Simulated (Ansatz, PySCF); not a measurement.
This Ansatz (a program for electronic structure) input computes a SVWN5/def2-TZVPD energy:

Ansatz 0.2 input:
```yaml
crystal:
  periodic: [false, false, false]
  atoms:
    - {symbol: C, position_ang: [-0.00159204, -0.00021295, -0.45999677]}
    - {symbol: C, position_ang: [0.00380641, 0.00050915, 1.09980700]}
    - {symbol: F, position_ang: [-0.02191591, 1.25327827, -0.84171461]}
    - {symbol: F, position_ang: [1.09229255, -0.61076651, -0.84470792]}
    - {symbol: F, position_ang: [-1.07911077, -0.64368004, -0.83717749]}
    - {symbol: N, position_ang: [0.00772575, 0.00103340, 2.23224164]}
    - {symbol: H, position_ang: [0.01124075, 0.00150357, 3.24784744]}
basis:
  gaussian:
    orbitals: def2-TZVPD
hamiltonian:
  xc: {name: SVWN5}
total_charge: 1
output: {forces: true}
```

Task: Write an input for the same energy in PySCF and say what it gives.

Result: 
```python
from pyscf import gto, scf, dft

mol = gto.M(
    atom='''
    C    -0.00159204   -0.00021295   -0.45999677
    C     0.00380641    0.00050915    1.09980700
    F    -0.02191591    1.25327827   -0.84171461
    F     1.09229255   -0.61076651   -0.84470792
    F    -1.07911077   -0.64368004   -0.83717749
    N     0.00772575    0.00103340    2.23224164
    H     0.01124075    0.00150357    3.24784744
    ''',
    basis='def2-tzvpd',
    charge=1,
    spin=0,
    verbose=4,
)

mf = dft.RKS(mol, xc='svwn').density_fit(auxbasis='def2-universal-jkfit')
mf.grids.level = 3
mf.conv_tol = 1e-9
mf.max_cycle = 100
mf.max_memory = 1500
mf.kernel()
if not mf.converged:
    mf = mf.newton()
    mf.kernel(mf.make_rdm1())
mf.analyze()
```
It gives -427.91381 Eh, and Ansatz -427.91374 Eh, a difference of 0.07 mEh, from the treatment of integrals and grids.

It need not be the lowest isomer of its formula.
